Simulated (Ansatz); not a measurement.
```yaml
crystal:
  periodic: [false, false, false]
  atoms:
    - {symbol: Al, position_ang: [-1.839872, 0.782267, -1.023063]}
    - {symbol: Si, position_ang: [0.277376, 0.533886, -0.352808]}
    - {symbol: Si, position_ang: [1.139682, -0.823446, 0.963104]}
    - {symbol: H, position_ang: [-2.493061, -0.225481, -2.103988]}
    - {symbol: H, position_ang: [-2.917749, 1.443087, 0.007122]}
    - {symbol: H, position_ang: [1.016144, 2.265402, 0.365986]}
    - {symbol: H, position_ang: [1.194916, 0.683246, -1.844273]}
    - {symbol: H, position_ang: [2.726124, -0.940847, 1.187715]}
    - {symbol: H, position_ang: [0.291919, -0.948207, 2.430907]}
    - {symbol: H, position_ang: [0.886168, -2.319311, 0.188365]}
basis:
  gaussian: {orbitals: cc-pVTZ}
hamiltonian: {xc: {name: wB97}}
relax: {f_tol: 0.001, max_steps: 1}
output: {forces: true}
```

```sh
$ ansatz run in.yaml --threads 2 --pin off --events-out ev --progress --plain --max-ram 4352MiB
```

Shortened log:

```
Functional definition: wB97
1243 factors; their error is unknown
574 factors; integrals over basis functions are off by at most 2.4e-6 eV
mean field evaluation 1: about -22461.1925 eV, gradient 1.2e1 eV
mean field evaluation 2: about -22461.9529 eV, gradient 3.8e0 eV
mean field evaluation 4: about -22462.0347 eV, gradient 3.0e-1 eV
mean field evaluation 8: about -22462.0348 eV, gradient 3.1e-2 eV
mean field evaluation 16: about -22461.9830 eV, gradient 8.8e-5 eV
mean field -22461.98298908 eV, -825.4626495696 hartree, gradient 9.0e-5 eV, S^2 0.000000; 0 other end points of the search recorded, 0 dependent functions left out
reference -22461.98297431 eV, -825.4626490271 hartree; 24, 24 occupied and 176, 176 virtual orbitals, 1243 factors
relax step   1: F+E_penalty+E_count = -22461.98298908 eV  Δ(F+E_penalty+E_count) = +0.000e0 eV  max|allowed force component| = 6.302e0 eV/Å  Δτ_max = 0.0000 Å  (29 SCF iters, accepted)
Error: geometry relaxation did not converge after 1 steps: max|allowed force component| = 6.30e0 eV/Å (threshold 1.0e-3). Raise `relax.max_steps` over both its present limit and 1, loosen `relax.f_tol`, or start from a geometry closer to equilibrium. Where this run's directory can be resumed (`checkpoint.write`), a resume goes on for up to `relax.max_steps` more
```

Question: Something in this input is off. What?

Answer: The relaxation is allowed too few steps for its threshold. The calculation stopped without meeting its thresholds.
